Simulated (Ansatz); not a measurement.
**CH₄Si (triplet): wave-function methods side by side at distance C1–H5 along a hydrogen transfer = 1.143 Å, cc-pVDZ**

One table from this session's results is given with a row withheld; the runs are named, their logs left out.

Method: cc-pVDZ, core rule «outside noble gas», up to 6 orbitals frozen; program: Ansatz 0.2.0, Gaussian basis.

To be run: UHF; CCSD(T) on ROHF; CCSD(T) on UHF; BCCD(T) on ROHF; CISD; CCSDT(Q) on ROHF; CCSDT(Q) on UHF; CASSCF and MRCISD+Q, 4 electrons in 4 orbitals; CASSCF and NEVPT2, 4 electrons in 4 orbitals.

7 further runs of the same task are left out: 1 for a mislabelled method, 4 that didn't finish, 2 set aside as unsound or not needed.

**What is computed**

The geometry derives from fragments relaxed apart (PBE0/def2-TZVP) and kept rigid, so it is no stationary point. A hydrogen atom is moved between rigid fragments.

6 atoms, charge 0, spin multiplicity 3.

Atoms are counted from 1 here; the program's logs count them from 0.

Bond lengths: C1–H2 1.090 Å, C1–H3 1.090 Å, C1–H4 1.090 Å, C1–H5 1.143 Å. Angles: H2–C1–H3 109.5°, H2–C1–H4 109.5°, H2–C1–H5 109.5°, H3–C1–H4 109.5°, H3–C1–H5 109.5°, H4–C1–H5 109.5°.

The first run:

Input file in.yaml:

```yaml
crystal:
  periodic: [false, false, false]
  atoms:
    - {symbol: C, position_ang: [-1.850760, 0.000000, 0.000000]}
    - {symbol: H, position_ang: [-2.213966, 1.027301, 0.000000]}
    - {symbol: H, position_ang: [-2.213966, -0.513650, 0.889668]}
    - {symbol: H, position_ang: [-2.213966, -0.513650, -0.889669]}
    - {symbol: H, position_ang: [-0.707760, 0.000000, 0.000000]}
    - {symbol: Si, position_ang: [1.055240, 0.000000, 0.000000]}
basis:
  gaussian: {orbitals: cc-pVDZ}
magnetization: {spin_polarized: true, initial_magnetization: 2}
hamiltonian: {xc: hf}
output: {orbitals: {seedname: orbitals}}
```

Run with:

```console
$ ansatz run in.yaml --threads 1 --pin off --events-out ev --progress --plain --max-ram 2393MiB
```

Steps of the session up to this table: UHF; CCSD(T) on ROHF; CCSD(T) on UHF; BCCD(T) on ROHF; CISD; CCSDT(Q) on ROHF; CCSDT(Q) on UHF; CASSCF and MRCISD+Q, 4 electrons in 4 orbitals; CASSCF and NEVPT2, 4 electrons in 4 orbitals.

One of the session's tables, all rows but one given; the rest of the session is left out.

```
       method  from UCCSDT(Q) (kcal/mol)
         ROHF                    +168.06
          UHF                    +165.22
         RMP2                     +30.12
         UMP2                     +30.25
         CISD                     +18.55
        RCCSD                          ?
        UCCSD                      +4.67
     RCCSD(T)                      +0.76
     UCCSD(T)                      +0.75
      BCCD(T)                      +0.75
       RCCSDT                      +0.19
       UCCSDT                      +0.18
    RCCSDT(Q)                      +0.01
    UCCSDT(Q)                          0
  CASSCF pair                    +157.42
  MRCISD pair                     +16.69
MRCISD+Q pair                      +1.11
```

Estimate the missing values for RCCSD.

As computed: from UCCSDT(Q) (kcal/mol): +4.74. In the column «from UCCSDT(Q) (kcal/mol)» it lies between UCCSD (+4.67) and MRCISD pair (+16.69).

Not comparable, so not listed: CASSCF and NEVPT2, 4 electrons in 4 orbitals (they don't share determinant, frozen orbitals or solution with the rows shown, or repeat one).

Limits of these values: Restricted and unrestricted rows rest on different reference determinants; where their highest levels disagree by more than a few hundredths of an eV, they describe different states and don't form one ladder. Warnings in the runs' records: passed over end.
